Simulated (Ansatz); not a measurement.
# N₂H₃ radical: how energies converge with the basis set

The task here is to estimate one member of a computed series from the others.

Method: one geometry, several basis sets; program: Ansatz 0.2.0, Gaussian basis.

Plan: PBE0-D4/def2-SVP; ωB97M-V/def2-SVP; PBE0-D4/def2-QZVPP; ωB97M-V/def2-QZVPP; CCSD(T)/cc-pV(D+d)Z; CCSD(T)/cc-pV(T+d)Z; CCSD(T)/cc-pV(Q+d)Z; the functionals' def2-TZVPP values are taken from earlier runs.

## The relaxed structure

All runs share one geometry, relaxed beforehand with PBE0-D4 in a triple-zeta def2 set.

SMILES `[NH]N`, 5 atoms, charge 0, spin multiplicity 2.

Atoms are counted from 1 here; the program's logs count them from 0.

Bond lengths: N1–N2 1.338 Å, N1–H3 1.021 Å, N2–H4 1.008 Å, N2–H5 1.012 Å. Angles: N2–N1–H3 106.1°, N1–N2–H4 113.9°, N1–N2–H5 120.8°, H4–N2–H5 114.6°.

Set-up of the first run:

File in.yaml:

```yaml
crystal:
  periodic: [false, false, false]
  atoms:
    - {symbol: N, position_ang: [-0.187713, -0.817923, 0.454316]}
    - {symbol: N, position_ang: [-0.128730, 0.235461, -0.368556]}
    - {symbol: H, position_ang: [0.759859, -0.951123, 0.811313]}
    - {symbol: H, position_ang: [-1.030953, 0.592386, -0.640087]}
    - {symbol: H, position_ang: [0.587527, 0.941189, -0.256985]}
basis:
  gaussian: {orbitals: def2-SVP}
magnetization: {spin_polarized: true, initial_magnetization: 1}
hamiltonian: {xc: pbe0, dispersion: d4}
output: {orbitals: {seedname: orbitals}}
```

Launch:

```bash
$ ansatz run in.yaml --threads 4 --pin off --events-out ev --progress --plain --max-ram 10444MiB
```

Steps of the session up to this table: PBE0-D4 in def2-SVP; ωB97M-V in def2-SVP; PBE0-D4 in def2-QZVPP; ωB97M-V in def2-QZVPP.

One table of the session follows, with a row left open; its other results are not shown here.

It belongs to the step «Functionals by basis». 

| functional | basis | HOMO (eV) |
| --- | --- | --- |
| PBE0-D4 | def2-SVP | ? |
| PBE0-D4 | def2-TZVPP | -5.44 |
| PBE0-D4 | def2-QZVPP | -5.51 |
| ωB97M-V | def2-SVP | -7.32 |
| ωB97M-V | def2-TZVPP | -7.66 |
| ωB97M-V | def2-QZVPP | -7.73 |

**Question.** Estimate the row for PBE0-D4, def2-SVP.

**Answer.** HOMO (eV): -5.11. In the column «HOMO (eV)» it is the highest.
